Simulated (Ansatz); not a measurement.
Relaxation of CH7NSi (10 atoms, charge 0, multiplicity 1), to a largest force component of 0.02 eV/Å in at most 40 steps.

These are results of Ansatz, RKS PBE0-D4/6-31G, not measurements.

```xyz
10
Properties=species:S:1:pos:R:3
Si 0.000 0.000 0.000
C 0.000 0.000 1.870
H -1.000 -0.309 2.240
H 0.768 -0.711 2.240
H 0.232 1.020 2.240
H 1.377 0.000 -0.486
H -0.688 1.191 -0.486
N -0.857 -1.485 -0.606
H -1.392 -2.101 0.070
H -0.822 -1.734 -1.636
```

Task: Where does it end, and by what steps?

Result: The forces met the threshold. The force dipped under the threshold on the way, but the program's further checks kept it going. Limits of this set-up: no polarisation functions. After 25 steps the energy has fallen by 0.310 eV; H9 moved furthest, 1.04 Å.

```csv
step,energy less start (eV),largest force component (eV/Å),accepted
0,0.0000,2.262,yes
1,-0.2494,0.879,yes
2,-0.2780,0.201,yes
3,-0.2809,0.051,yes
4,-0.2884,0.091,yes
5,-0.2418,1.200,no
6,-0.2929,0.098,yes
7,-0.2971,0.061,yes
8,-0.2920,0.657,no
9,-0.3002,0.037,yes
10,-0.3020,0.129,yes
11,-0.3027,0.239,yes
12,-0.3048,0.371,yes
13,-0.3008,0.298,no
14,-0.3076,0.130,yes
15,-0.3078,0.093,yes
16,-0.3068,0.291,no
17,-0.3082,0.050,yes
18,-0.3091,0.007,yes
19,-0.3091,0.107,yes
20,-0.3094,0.039,yes
21,-0.3096,0.003,yes
22,-0.3097,0.055,yes
23,-0.3098,0.021,yes
24,-0.3099,0.001,yes
25,-0.3099,0.014,yes
```

```xyz
10
Properties=species:S:1:pos:R:3
Si -0.135 -0.018 0.021
C 0.089 -0.012 1.913
H -0.873 -0.141 2.420
H 0.754 -0.822 2.229
H 0.525 0.940 2.237
H 1.216 0.173 -0.622
H -1.040 1.130 -0.354
N -0.830 -1.488 -0.663
H -1.822 -1.632 -0.755
H -0.267 -2.260 -0.979
```

Whether the end is a true minimum wasn't checked by a vibrational analysis.

Time of the run: 68 s on 1 thread of Intel(R) Xeon(R) Platinum 8259CL CPU @ 2.50GHz (Skylake/Cascade Lake), on a shared host, peak memory 0.14 GiB.
